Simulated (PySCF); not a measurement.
# CH₃: breathing scan

All numbers come from UPBE0 in PySCF with C def2-TZVP, H def2-TZVP; no relativity; density-fitted integrals.

Rigid scan from the doublet minimum (C–H 1.080 Å (×3); H–C–H 120.0° (×3)). Coordinate: all bonds to the central atom scaled together. Energies in kJ/mol from the minimum.

(1) Predict the curve at 0.88, 0.92, 0.96, 1.00, 1.04, 1.08, 1.14, 1.22, 1.35.

Answers

(1) 
```json
{"scale of all bonds to the centre": "0.88", "E (kJ/mol)": "113.7", "⟨S²⟩": "0.75"}
{"scale of all bonds to the centre": "0.92", "E (kJ/mol)": "46.4", "⟨S²⟩": "0.75"}
{"scale of all bonds to the centre": "0.96", "E (kJ/mol)": "10.7", "⟨S²⟩": "0.75"}
{"scale of all bonds to the centre": "1.00", "E (kJ/mol)": "0.0", "⟨S²⟩": "0.75"}
{"scale of all bonds to the centre": "1.04", "E (kJ/mol)": "9.0", "⟨S²⟩": "0.76"}
{"scale of all bonds to the centre": "1.08", "E (kJ/mol)": "33.4", "⟨S²⟩": "0.76"}
{"scale of all bonds to the centre": "1.14", "E (kJ/mol)": "91.4", "⟨S²⟩": "0.76"}
{"scale of all bonds to the centre": "1.22", "E (kJ/mol)": "195.4", "⟨S²⟩": "0.76"}
{"scale of all bonds to the centre": "1.35", "E (kJ/mol)": "395.4", "⟨S²⟩": "0.76"}
```
